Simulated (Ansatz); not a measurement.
Reaction (SMILES): C1CCC1 [cyclobutane] + 4 [H][H] (H2) → 4 C (CH4)

Quantity: energy of full hydrogenation (enthalpy at 298 K), in kcal/mol. Set-up: 6-311+G** with 5d; non-relativistic; dispersion terms only where a functional's name holds one; six Cartesian d functions in 6-31G* and its kin unless marked 5d; valence correlation only; spin-orbit terms left out; LANL2DZ all-electron up to Ne. Basis-set limits of correlation are two-point, X^-3; Hartree-Fock from the larger set. The bracket is a focal-point correction in the basis named. First-principles rows: single points at B3LYP-D3(BJ) geometries (Ansatz, an electronic-structure program), with unscaled harmonic terms from B3LYP/6-31G* at its own minima.

Measured values: Active Thermochemical Tables 1.112 (ions: stationary electron), as tabulated in the package chemicals; G2/97 table in ASE (Curtiss et al.); they hold spin-orbit and core effects, anharmonicity. 

Value to compare with, the measured value: -78.1 kcal/mol.

| level | program | energy of full hydrogenation (enthalpy at 298 K) (kcal/mol) | error |
|---|---|---|---|
| PBE/STO-3G | Ansatz | -70.5 | 7.6 |
| PBE/3-21G | Ansatz | -80.1 | -2.0 |
| PBE/LANL2DZ | Ansatz | -86.8 | -8.7 |
| PBE/6-31G* | Ansatz | -76.4 | 1.7 |
| PBE/def2-SVP | Ansatz | -76.0 | 2.1 |
| PBE/6-311+G** | Ansatz | -77.9 | 0.2 |
| PBE/def2-TZVPD | Ansatz | -76.8 | 1.3 |
| RI-MP2/CBS(cc-pVTZ,cc-pVQZ)+[CCSD(T)-MP2]/cc-pVTZ | Ansatz | -76.9 | 1.2 |

Among the 6 habitual levels, PBE/LANL2DZ lies farthest from the measured value (-8.7 kcal/mol) and PBE/6-311+G** nearest (0.2); 4 of 6 lie above it, and their mean absolute error is 3.7 kcal/mol, the median 2.0. One case shows no general order.

The sets are all those run for this method; runs whose electronic state is in doubt are left out.
